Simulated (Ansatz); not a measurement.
Solid CO2 (dry ice), treated with rVV10 (Ansatz, an electronic-structure program, plane waves, PAW).

Settings: plane-wave cutoff 520 eV, 6×6×6 k mesh, Fermi–Dirac smearing 0.01 eV, scalar-relativistic PAW data made under PBE.

On both sides of the equilibrium volume: at 13.644 Å³/atom the pressure is 0.26 GPa and the direct gap at Γ 6.519 eV; at 14.200 Å³/atom they are -0.20 GPa and 6.469 eV. The fitted bulk modulus is 11.2 GPa.

### Question
Work out the volume deformation potential of this gap and its pressure coefficient, in two ways.

### Answer
a_V = dE_g/d ln V = (6.469 − 6.519)/ln(14.200/13.644) = -1.25 eV. Since dP = −B d ln V, dE_g/dP = −a_V/B = 112 meV/GPa. Straight from the pressures: (6.519 − 6.469)/(0.26 − (-0.20)) = 109 meV/GPa. At this level and over this range the gap at Γ widens under pressure.

Note: the bulk modulus comes from volumes at which shape and atoms were relaxed.
